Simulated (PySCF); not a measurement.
Simulated C 1s region for `c1n[nH]cp1`, binding energy against the vacuum level.

Every computed line was given a Gaussian of 0.8 eV full width at half maximum and an area set by the number of equivalent atoms; the highest printed point is 100. Method: delta-SCF UKS SCAN, pcX-2 on the ionised atom, pcseg-1 elsewhere, spin-free X2C in PySCF.

| binding energy (eV) | intensity |
| --- | --- |
| 289.8 | 0 |
| 289.9 | 1 |
| 290.0 | 2 |
| 290.1 | 3 |
| 290.2 | 6 |
| 290.3 | 12 |
| 290.4 | 20 |
| 290.5 | 31 |
| 290.6 | 44 |
| 290.7 | 59 |
| 290.8 | 73 |
| 290.9 | 86 |
| 291.0 | 95 |
| 291.1 | 100 |
| 291.2 | 100 |
| 291.3 | 95 |
| 291.4 | 86 |
| 291.5 | 73 |
| 291.6 | 59 |
| 291.7 | 44 |
| 291.8 | 30 |
| 291.9 | 20 |
| 292.0 | 12 |
| 292.1 | 6 |
| 292.2 | 3 |
| 292.3 | 2 |
| 292.4 | 1 |
| 292.5 | 0 |

**Question.** How many maxima does the curve show, and how many computed lines lie under it?

**Answer.** The curve has 1 maximum (at 291.1 eV). Under it lie 2 lines from 2 inequivalent carbon sites. At this width some lines have no maximum of their own.

**Question.** Decompose the envelope and assign each component. Numbering: `[cH:1]1[n:2][nH:3][cH:4][p:5]1`.

**Answer.** 
| position (eV) | relative area | line | atoms | environment |
| --- | --- | --- | --- | --- |
| 290.93 | 1 | C 1s | C1 | aromatic CH next to a ring nitrogen |
| 291.37 | 1 | C 1s | C4 | aromatic CH next to a ring nitrogen |

**Question.** What are the centre and the root-mean-square width of the whole band?

**Answer.** The area-weighted mean of the lines is 291.15 eV. Their own spread about it is 0.22 eV (rms) and each Gaussian has σ = 0.8/2.355 = 0.34 eV; the variances add, which gives 0.41 eV.

**Question.** Above which line width would these two lines show one maximum?

**Answer.** Two equal Gaussians merge once their distance is under 2σ = FWHM/1.177. With 0.44 eV between them that is a full width over 0.52 eV.

The listed C 1s values span 0.44 eV, from C1 (bonded to N (aromatic in the SMILES), H and P (aromatic in the SMILES)) to C4 (bonded to N (aromatic in the SMILES), H and P (aromatic in the SMILES)).

The curve has no shake-up lines and no vibrational structure. Geometry: GFN2-xTB; no solvent, vibrations or thermal averaging.

On one thread of an x86-64 server, shared host, this took 15 s of wall time.
